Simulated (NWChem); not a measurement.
# Atomisation of H2Si

```xyz
3

Si     0.0000     0.0000    -0.0947
H      1.2873     0.0000     0.6629
H     -1.2873     0.0000     0.6629
```
Charge 0, spin multiplicity 3.

Everything below was run with NWChem. Structure: optimised with UPBE0/def2-SVP, a minimum by its harmonic frequencies.

Basis set: def2-TZVP. The atomisation energy is electronic alone: no zero-point, thermal, spin-orbit or counterpoise terms. No value is extrapolated to the basis-set limit. Free atoms are single determinants with multiplicities Si 3, H 2. Correlated methods freeze the same cores in atoms and molecule, 5 orbitals in all.

| method | atomisation energy (kcal/mol) |
|---|---|
| B3LYP | 133.0 |
| BLYP | 130.5 |
| PBE | 131.8 |
| PBE0 | 132.2 |
| r2SCAN | 137.8 |
| M06-2X | 134.1 |
| HF | 105.9 |
| MP2 | 123.9 |
| CCSD(T) | 127.0 |

The values span 32.0 kcal/mol, from HF (lowest) to r2SCAN (highest). 

The correlated methods keep 5 core orbitals frozen. B3LYP has NWChem's definition, with VWN1-RPA local correlation. This spin state was chosen for the runs; another may lie lower. The structure started from a generated list of species. The unpaired electrons of the parent sit in orbitals of symmetry a1 and b2 (C2v labels of the run); other states weren't searched. The stability of the SCF solutions was not checked. Open-shell Hartree-Fock references start from PBE0 orbitals. Coupled-cluster values serve here as a point of comparison, not as the truth.
